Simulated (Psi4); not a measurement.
**F2 (SMILES FF): PBE/cc-pVTZ (sweep point 2)**

Wanted: a geometry optimisation of F2. 

The calculation is run with Psi4 1.11.

2 further runs of the same task are left out: 2 set aside as unsound or not needed.

**1. The structure to begin with**

F2 has 2 atoms, charge 0, and is taken as a singlet. As SMILES, `FF`. The shape is that of a PBE0-D4/def2-TZVP optimisation. The run starts from this shape.

Bond lengths: F1–F2 1.376 Å.

**2. A structure relaxation at PBE/cc-pVTZ (sweep point 2)**

Input file calc.inp:

```
memory 1600 mb

molecule mol {
  F     -0.583900     0.212400    -0.295000
  F      0.583900    -0.212400     0.295000
  symmetry c1
}

set basis cc-pVTZ
set puream true
set scf_type pk
set dft_radial_points 99
set dft_spherical_points 590
set g_convergence gau_tight
set geom_maxiter 50

result = optimize("pbe")
```

Run with:

```console
$ psi4 -n 1 calc.inp calc.out
```

calc.out:

```text
Psi4 1.11 release

gradient() will perform analytic gradient computation.

   => Loading Basis Set <=

    Name: CC-PVTZ
    Role: ORBITAL
    Keyword: BASIS

         ---------------------------------------------------------
                                   SCF
                              RKS Reference
                        1 Threads,   1525 MiB Core
         ---------------------------------------------------------

  ==> Geometry <==

    Molecular point group: c1
    Full point group: D_inf_h

    Geometry (in Angstrom), charge = 0, multiplicity = 1:

       Center              X                  Y                   Z               Mass
    ------------   -----------------  -----------------  -----------------  -----------------
         F           -0.687806637072     0.000000000000     0.000000000000    18.998403162730
         F            0.687806637072    -0.000000000000    -0.000000000000    18.998403162730

  Running in c1 symmetry.

  Rotational constants: A = ************  B =      0.93781  C =      0.93781 [cm^-1]
  Rotational constants: A = ************  B =  28114.95415  C =  28114.95415 [MHz]
  Nuclear repulsion =   31.159450748216873

  Charge       = 0
  Multiplicity = 1
  Electrons    = 18
  Nalpha       = 9
  Nbeta        = 9

  ==> Algorithm <==

  SCF Algorithm Type is PK.
  DIIS enabled.
  MOM disabled.
  Fractional occupation disabled.
  Guess Type is SAD.
  Energy threshold   = 1.00e-08
  Density threshold  = 1.00e-08
  Integral threshold = 1.00e-12

  ==> Primary Basis <==

  Basis Set: CC-PVTZ
    Blend: CC-PVTZ
    Number of shells: 20
    Number of basis functions: 60
    Number of Cartesian functions: 70
    Spherical Harmonics?: true
    Max angular momentum: 3

  ==> DFT Potential <==

   => LibXC <=

    Version 7.1.2

   => Composite Functional: PBE <=

    PBE GGA Exchange-Correlation Functional

    Deriv               =              1
    GGA                 =           TRUE
    Meta                =          FALSE

    Exchange Hybrid     =          FALSE
    MP2 Hybrid          =          FALSE

   => Exchange Functionals <=

    1.0000     XC_GGA_X_PBE

   => Correlation Functionals <=

    1.0000     XC_GGA_C_PBE

   => LibXC Density Thresholds  <==

    XC_GGA_C_PBE:  1.00E-12
    XC_GGA_X_PBE:  1.00E-15

   => Molecular Quadrature <=

    Radial Scheme          =       TREUTLER
    Pruning Scheme         =           NONE
    Nuclear Scheme         =       TREUTLER

    Blocking Scheme        =         OCTREE
    BS radius alpha        =              1
    Pruning alpha          =              1
    Radial Points          =             99
    Spherical Points       =            590
    Total Points           =         110194
    Total Blocks           =            898
    Max Points             =            256
    Max Functions          =             60
    Weights Tolerance      =       1.00E-15

  ==> Integral Setup <==

  Using in-core PK algorithm.
   Calculation information:
      Number of atoms:                   2
      Number of AO shells:              20
      Number of primitives:             52
      Number of atomic orbitals:        70
      Number of basis functions:        60

      Integral cutoff                 1.00e-12
      Number of threads:                 1

  Performing in-core PK
  Using 3350730 doubles for integral storage.
  We computed 22155 shell quartets total.
  Whereas there are 22155 unique shell quartets.

  ==> DiskJK: Disk-Based J/K Matrices <==

    J tasked:                  Yes
    K tasked:                   No
    wK tasked:                  No
    Memory [MiB]:              963
    Schwarz Cutoff:          1E-12

  Cached 100.0% of DFT collocation blocks in 0.177 [GiB].

  Minimum eigenvalue in the overlap matrix is 1.4160976858E-02.
  Reciprocal condition number of the overlap matrix is 4.3471413662E-03.
    Using symmetric orthogonalization.

  ==> Pre-Iterations <==

  SCF Guess: Superposition of Atomic Densities via on-the-fly atomic UHF (no occupation information).

   -------------------------
    Irrep   Nso     Nmo
   -------------------------
     A         60      60
   -------------------------
    Total      60      60
   -------------------------

  ==> Iterations <==

                        Total Energy        Delta E     RMS |[F,P]|

   @RKS iter SAD:  -199.21505486460831   -1.99215e+02   0.00000e+00
   @RKS iter   1:  -199.39625014386817   -1.81195e-01   3.86964e-03 DIIS/ADIIS
   @RKS iter   2:  -199.40185499789840   -5.60485e-03   2.69075e-03 DIIS/ADIIS
   @RKS iter   3:  -199.40794952097676   -6.09452e-03   4.60973e-04 DIIS/ADIIS
   @RKS iter   4:  -199.40812193625220   -1.72415e-04   1.45010e-04 DIIS/ADIIS
   @RKS iter   5:  -199.40814253368566   -2.05974e-05   1.36528e-06 DIIS
   @RKS iter   6:  -199.40814253567760   -1.99194e-09   5.98248e-08 DIIS
   @RKS iter   7:  -199.40814253568183   -4.23483e-12   2.71119e-09 DIIS
  Energy and wave function converged.

  ==> Post-Iterations <==

   Electrons on quadrature grid:
      Ntotal   =   18.0000000243 ; deviation = 2.429e-08

    Orbital Energies [Eh]
    ---------------------

    Doubly Occupied:

       1A    -24.354262     2A    -24.354250     3A     -1.257061
       4A     -0.997370     5A     -0.562190     6A     -0.468903
       7A     -0.468903     8A     -0.330738     9A     -0.330738

    Virtual:

      10A     -0.177347    11A      0.572438    12A      0.620942
      13A      0.620942    14A      0.712758    15A      0.751910
      16A      0.751910    17A      0.862206    18A      1.417616
[... 13 lines of this table left out ...]
      58A      9.233324    59A      9.461038    60A     10.153321

    Final Occupation by Irrep:
[... 9 lines left out ...]
    Nuclear Repulsion Energy =             31.1594507482168730
[... 1 line left out ...]
    Two-Electron Energy =                 130.2262906759851262
[... 1 line left out ...]
    Empirical Dispersion Energy =           0.0000000000000000
[... 1 line left out ...]
    Total Energy =                       -199.4081425356818329
[... 15 lines left out ...]
 Dipole Y            :         -0.0000000            0.0000000           -0.0000000
[... 59 lines left out ...]
    Weights Tolerance      =       1.00E-15
[... 35 lines left out ...]
	Measures of convergence in internal coordinates in au.
[... 6 lines left out ...]
	  Convergence Criteria              o    1.50e-05 *    1.00e-05 *    6.00e-05 *    4.00e-05 *~
[... 109 lines left out ...]
                        Total Energy        Delta E     RMS |[F,P]|
[... 2 lines left out ...]
   @RKS iter   1:  -199.40894046078949   -1.22127e-02   4.13759e-04 DIIS/ADIIS
[... 1 line left out ...]
   @RKS iter   3:  -199.40910484415551   -8.71015e-05   9.01057e-06 DIIS
[... 1 line left out ...]
   @RKS iter   5:  -199.40910491860609   -3.57073e-09   1.83807e-08 DIIS
[... 1 line left out ...]
  Energy and wave function converged.
[... 12 lines left out ...]
  @RKS Final Energy:  -199.40910491860612
[... 4 lines left out ...]
    One-Electron Energy =                -338.8790943565291514
[... 1 line left out ...]
    DFT Exchange-Correlation Energy =     -20.5735448443101312
[... 1 line left out ...]
    VV10 Nonlocal Energy =                  0.0000000000000000
[... 15 lines left out ...]
 Dipole X            :          0.0000000            0.0000000            0.0000000
[... 1 line left out ...]
 Dipole Z            :         -0.0000000            0.0000000           -0.0000000
[... 73 lines left out ...]
	                                 ==> Convergence Check <==
[... 6 lines left out ...]
	   Step    Total Energy     Delta E     Max Force     RMS Force      Max Disp      RMS Disp
[... 62 lines left out ...]
    Weights Tolerance      =       1.00E-15
[... 19 lines left out ...]
   @RKS iter   0:  -199.40665799052044   -1.99407e+02   2.11555e-04
[... 1 line left out ...]
   @RKS iter   2:  -199.40913422475518   -3.06367e-06   6.09214e-05 DIIS
[... 1 line left out ...]
   @RKS iter   4:  -199.40913778155584   -5.14581e-09   2.90637e-07 DIIS
[... 1 line left out ...]
  Energy and wave function converged.
[... 12 lines left out ...]
  @RKS Final Energy:  -199.40913778163284
[... 4 lines left out ...]
    One-Electron Energy =                -338.6113179854434065
[... 1 line left out ...]
    DFT Exchange-Correlation Energy =     -20.5703199587439975
[... 1 line left out ...]
    VV10 Nonlocal Energy =                  0.0000000000000000
[... 15 lines left out ...]
 Dipole X            :          0.0000008            0.0000000            0.0000008
[... 1 line left out ...]
 Dipole Z            :          0.0000000            0.0000000            0.0000000
[... 73 lines left out ...]
	                                 ==> Convergence Check <==
[... 6 lines left out ...]
	   Step    Total Energy     Delta E     Max Force     RMS Force      Max Disp      RMS Disp
[... 62 lines left out ...]
    Weights Tolerance      =       1.00E-15
[... 19 lines left out ...]
   @RKS iter   0:  -199.40886996556881   -1.99409e+02   2.28208e-05
[... 1 line left out ...]
   @RKS iter   2:  -199.40913812389897   -3.56049e-08   6.58350e-06 DIIS
[... 1 line left out ...]
   @RKS iter   4:  -199.40913816545057   -6.16183e-11   1.95398e-07 DIIS
[... 1 line left out ...]
   @RKS iter   6:  -199.40913816549320   -6.42331e-12   2.95125e-10 DIIS
[... 7 lines left out ...]
    Final Occupation by Irrep:
[... 9 lines left out ...]
    Nuclear Repulsion Energy =             30.3287845559531775
[... 1 line left out ...]
    Two-Electron Energy =                 129.4144076989283576
[... 1 line left out ...]
    Empirical Dispersion Energy =           0.0000000000000000
[... 1 line left out ...]
    Total Energy =                       -199.4091381654932036
[... 15 lines left out ...]
 Dipole Y            :          0.0000000            0.0000000            0.0000000
[... 40 lines left out ...]
    Weights Tolerance      =       1.00E-15
[... 35 lines left out ...]
	Measures of convergence in internal coordinates in au.
[... 6 lines left out ...]
	  Convergence Criteria              o    1.50e-05 *    1.00e-05 *    6.00e-05 *    4.00e-05 *
[... 39 lines left out ...]
  Charge       = 0
  Multiplicity = 1
  Electrons    = 18
  Nalpha       = 9
  Nbeta        = 9

  ==> DiskJK: Disk-Based J/K Matrices <==

    J tasked:                  Yes
    K tasked:                   No
    wK tasked:                  No
    Memory [MiB]:              963
    Schwarz Cutoff:          1E-12

  Cached 100.0% of DFT collocation blocks in 0.177 [GiB].

  Minimum eigenvalue in the overlap matrix is 1.5389661177E-02.
  Reciprocal condition number of the overlap matrix is 4.8036880553E-03.
    Using symmetric orthogonalization.

  ==> Iterations <==

                        Total Energy        Delta E     RMS |[F,P]|

   @RKS iter   0:  -199.40910881555450   -1.99409e+02   2.49702e-06
   @RKS iter   1:  -199.40913816920653   -2.93537e-05   9.78462e-07 DIIS
   @RKS iter   2:  -199.40913816963302   -4.26496e-10   7.20376e-07 DIIS
   @RKS iter   3:  -199.40913817013038   -4.97351e-10   2.99460e-08 DIIS
   @RKS iter   4:  -199.40913817013089   -5.11591e-13   3.20821e-09 DIIS
  Energy and wave function converged.

  ==> Post-Iterations <==

   Electrons on quadrature grid:
      Ntotal   =   18.0000000564 ; deviation = 5.641e-08

    Orbital Energies [Eh]
    ---------------------

    Doubly Occupied:

       1A    -24.356376     2A    -24.356364     3A     -1.238358
       4A     -1.006997     5A     -0.556740     6A     -0.461528
       7A     -0.461528     8A     -0.337008     9A     -0.337008

    Virtual:

      10A     -0.202681    11A      0.576062    12A      0.618903
      13A      0.618903    14A      0.716639    15A      0.751191
      16A      0.751191    17A      0.865067    18A      1.400548
[... 13 lines of this table left out ...]
      58A      9.159756    59A      9.496524    60A      9.957032

    Final Occupation by Irrep:
              A
    DOCC [     9 ]
    NA   [     9 ]
    NB   [     9 ]

  @RKS Final Energy:  -199.40913817013089

   => Energetics <=

    Nuclear Repulsion Energy =             30.3271640347298579
    One-Electron Energy =                -338.5791868524038364
    Two-Electron Energy =                 129.4128194389914484
    DFT Exchange-Correlation Energy =     -20.5699347914483361
    Empirical Dispersion Energy =           0.0000000000000000
    VV10 Nonlocal Energy =                  0.0000000000000000
    Total Energy =                       -199.4091381701308876

Computation Completed

Properties will be evaluated at   0.000000,   0.000000,   0.000000 [a0]

Properties computed using the SCF density matrix

 Multipole Moments:

 ------------------------------------------------------------------------------------
     Multipole            Electronic (a.u.)      Nuclear  (a.u.)        Total (a.u.)
 ------------------------------------------------------------------------------------

 L = 1.  Multiply by 2.5417464519 to convert [e a0] to [Debye]
 Dipole X            :         -0.0000000            0.0000000           -0.0000000
 Dipole Y            :         -0.0000000            0.0000000           -0.0000000
 Dipole Z            :         -0.0000000            0.0000000           -0.0000000
 Magnitude           :                                                    0.0000000

 ------------------------------------------------------------------------------------

	total time  =          2 seconds =       0.03 minutes

         ------------------------------------------------------------
                                   SCF GRAD
         ------------------------------------------------------------

  ==> Geometry <==

    Molecular point group: c1
    Full point group: D_inf_h

    Geometry (in Angstrom), charge = 0, multiplicity = 1:

       Center              X                  Y                   Z               Mass
    ------------   -----------------  -----------------  -----------------  -----------------
         F           -0.706682530803     0.000000000000     0.000000000000    18.998403162730
         F            0.706682530803    -0.000000000000    -0.000000000000    18.998403162730

  Nuclear repulsion =   30.327164034729858

   => Molecular Quadrature <=

    Radial Scheme          =       TREUTLER
    Pruning Scheme         =           NONE
    Nuclear Scheme         =       TREUTLER

    Blocking Scheme        =         OCTREE
    BS radius alpha        =              1
    Pruning alpha          =              1
    Radial Points          =             99
    Spherical Points       =            590
    Total Points           =         110188
    Total Blocks           =            900
    Max Points             =            256
    Max Functions          =             60
    Weights Tolerance      =       1.00E-15

  -Total Gradient:
     Atom            X                  Y                   Z
    ------   -----------------  -----------------  -----------------
       1        0.000006356681     0.000000000000     0.000000000000
       2       -0.000006356681    -0.000000000000    -0.000000000000

	total time  =          2 seconds =       0.03 minutes

    			-----------------------------------------

    			 OPTKING 3.0: for geometry optimizations

    			        with contributions from

    			-----------------------------------------

	                            ===> Fragment 1 <==

	 Z (Atomic Numbers)          Masses                          Geom
	       9.000000            18.998403         -1.33543644  0.00000000  0.00000000
	       9.000000            18.998403          1.33543644 -0.00000000 -0.00000000

	 - Coordinate -           - BOHR/RAD -       - ANG/DEG -
	 R(1,2)           =         2.670873           1.413365

	        --- Internal Coordinate Step in ANG or DEG, aJ/ANG or AJ/DEG ---
	-------------------------------------------------------------------------------
	           Coordinate      Previous         Force          Change          New
	           ----------      --------        ------          ------        ------
	               R(1,2)       1.41337        0.00005        0.00001       1.41337
	-------------------------------------------------------------------------------

	                                 ==> Convergence Check <==

	Measures of convergence in internal coordinates in au.

	Criteria marked as inactive (o), active & met (*), and active & unmet ( ).

	----------------------------------------------------------------------------------------------
	   Step    Total Energy     Delta E     Max Force     RMS Force      Max Disp      RMS Disp
	----------------------------------------------------------------------------------------------
	  Convergence Criteria              o    1.50e-05 *    1.00e-05 *    6.00e-05 *    4.00e-05 *
	----------------------------------------------------------------------------------------------
	     5    -199.40913817   -4.64e-09 o    6.36e-06 *    6.36e-06 *    1.56e-05 *    1.56e-05 *  ~
	----------------------------------------------------------------------------------------------

Next Geometry in Ang
	Fragment 1 (Ang)

	    F  -0.7066866697   0.0000000000   0.0000000000
	    F   0.7066866697  -0.0000000000  -0.0000000000

    Final optimized geometry and variables:
    Molecular point group: c1
    Full point group: D_inf_h

    Geometry (in Angstrom), charge = 0, multiplicity = 1:

    F           -0.706682530803     0.000000000000     0.000000000000
    F            0.706682530803    -0.000000000000    -0.000000000000

    Psi4 run time: 0:00:22.04

[set-up sections that repeat, and orbital energies of the middle runs, are left out above]
```

The script printed:

```text
Optimizer: Optimization complete!
```

It took 24 s on 1 thread of Intel Xeon Platinum 8259CL at 2.50GHz (Skylake/Cascade Lake), shared host; peak memory 0.49 GiB.

Steps, from the record of the run:

| step | energy from the first frame kept (eV) | largest force (eV/Å) |
| --- | --- | --- |
| 0 | 0.0000 | 1.4911 |
| 1 | -0.0262 | 0.2559 |
| 2 | -0.0271 | 0.0273 |
| 3 | -0.0271 | 0.0030 |
| 4 | -0.0271 | 0.0003 |

After the run. Bond lengths: F1–F2 1.413 Å.

**3. What came out**

Level: PBE/cc-pVTZ (sweep point 2).

| quantity | value |
| --- | --- |
| total energy at the end | -199.40914 Eh |
| dipole moment | 0.00 D |
| HOMO energy | -9.17 eV |
| LUMO energy | -5.52 eV |
| HOMO–LUMO gap | 3.66 eV |
| bond length | 1.413 Å |

**Reading.** At the final geometry: Bond lengths: F1–F2 1.413 Å. The optimisation took 5 steps and changed the energy by -0.027 eV.
